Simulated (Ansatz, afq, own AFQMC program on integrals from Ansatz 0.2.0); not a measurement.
## CO, singlet in 6-31G along one coordinate

```yaml
atoms:
  - { symbol: O, position_ang: [0.0000, 0.0000, 0.0000] }
  - { symbol: C, position_ang: [0.0000, 0.0000, 1.1234] }
```

The O1–C2 distance is changed with both sides rigid. Energies in kJ/mol count from this geometry (1.123 Å) at the same level; the start stands on RHF, each point on the determinant named.

Basis 6-31G. Only valence electrons are correlated. Ansatz 0.2.0 and our own AFQMC program on the same integrals; the CISD trial comes from CCSD amplitudes, and released means the phaseless constraint is let go. Error bars are statistical, one sigma.

Cautions, each for one point or more: (Q) is large, so the cluster series hasn't closed; (T) is large; CCSDT(Q) on the RHF determinant differs, perhaps since the unrestricted series falls towards higher spin; an unrestricted solution with more broken spin lies lower; cluster runs in doubt by the program's own checks; higher spins were not checked; raised T1 diagnostic; restricted determinant unstable towards unrestricted; strong correlation; the next higher spin lies close; unrestricted determinant spin contaminated; walk and cluster series may follow different spin states.

```tsv
r(O1–C2) / Å	det.	T1	weight	⟨S²⟩	CCSD(T)	ph-AFQMC/CISD	FCI	CCSDT(Q)	B3LYP	CCSD
0.992	RHF	0.014	0.93	pure	225.9	226.3 ± 0.6	226.7	226.7	204.6	218.8
1.527	RHF	0.067	0.81	pure	263.0	263.1 ± 1.1	258.9	–	324.1	305.5
2.040	UHF‡	0.128	0.52	1.73	682.4	666.6 ± 1.1	649.6	620.1	747.3§	695.7
3.099	UHF	0.006	0.95	2.01	853.7	855.5 ± 0.5	850.6	852.3	917.6§	834.3
```

Weight is that of the determinant in the CISD state; at the start T1 is 0.021 and the weight 0.91. A double dagger marks points where the walks on two determinants ended up to 15.3 kJ/mol apart; the lower is shown. A dash marks a missing value, a released energy that hasn't settled or a functional that sits on another state. § marks a functional whose ⟨S²⟩ is too high by over 0.1. Largest departures from full CI: CCSD(T) 32.8 kJ/mol at 2.040 (on UHF), ph-AFQMC/CISD 17.0 kJ/mol at 2.040 (on UHF), CCSDT(Q) -29.6 kJ/mol at 2.040 (on UHF), B3LYP 65.1 kJ/mol at 1.527, CCSD 46.6 kJ/mol at 1.527 (on RHF). Functionals count only at points shown to share the start's state and spin. In this small basis the wave-function levels are far from their limit, so their gap to the functionals isn't the functionals' error.

Some points may be missing: those where a free walk finds a much lower state, and past Zn most of those on another determinant than at the start.

CCSDT and higher add their correlation energy to the determinant of the CCSD(T) run, since their own runs factorise the integrals more tightly (a shift of under 2 meV). A walk keeps the symmetry of its determinant, which the program's search chose and which needn't be the lowest solution, so a lower state of the same spin and another symmetry isn't excluded.
